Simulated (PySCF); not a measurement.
Neon: a sound run and one with changed settings

Sound run: Ne [Ne], Ne⁺ [He] 2s2 2p5. All numbers are calculated (PySCF 2.14, the non-relativistic Hamiltonian (point nucleus), in cc-pVDZ (3s2p1d, 14 functions)). In the sound run the correlated levels freeze 1s2. The sound run starts from symmetry-adapted Hartree-Fock orbitals and uses a fine grid where one is needed.

Changed run: initial guess minao, at most 50 SCF cycles, level shift 0.5 hartree.

| species | method | sound run (hartree) | changed run (hartree) | converged |
| --- | --- | --- | --- | --- |
| Ne | UHF | -128.48878 | -128.48878 | yes |
| Ne | PBE0 | -128.80510 | -128.80510 | yes |
| Ne | M06-L | -128.90319 | -128.90319 | yes |
| Ne | MP2 | -128.67430 | -128.65127 | yes |
| Ne | CCSD(T) | -128.67884 | -128.67884 | yes |
| Ne⁺ | UHF | -127.76598 | -127.76598 | yes |
| Ne⁺ | PBE0 | -128.02752 | -128.02752 | yes |
| Ne⁺ | M06-L | -128.11829 | -128.11829 | yes |
| Ne⁺ | MP2 | -127.89985 | -127.88445 | yes |
| Ne⁺ | CCSD(T) | -127.91114 | -127.91114 | yes |

Ionisation energy of Ne:

```tsv
method	sound run (eV)	changed run (eV)
UHF	19.668	19.668
PBE0	21.159	21.159
M06-L	21.358	21.358
MP2	21.074	20.866
SCS-MP2	20.950	20.759
CCSD	20.889	20.889
CCSD(T)	20.890	20.890
```

A level shift leaves the converged SCF energy unchanged but raises the virtual orbital energies, which shrinks MP2 if it is not removed.

For comparison, NIST gives 21.565 eV between the lowest levels.
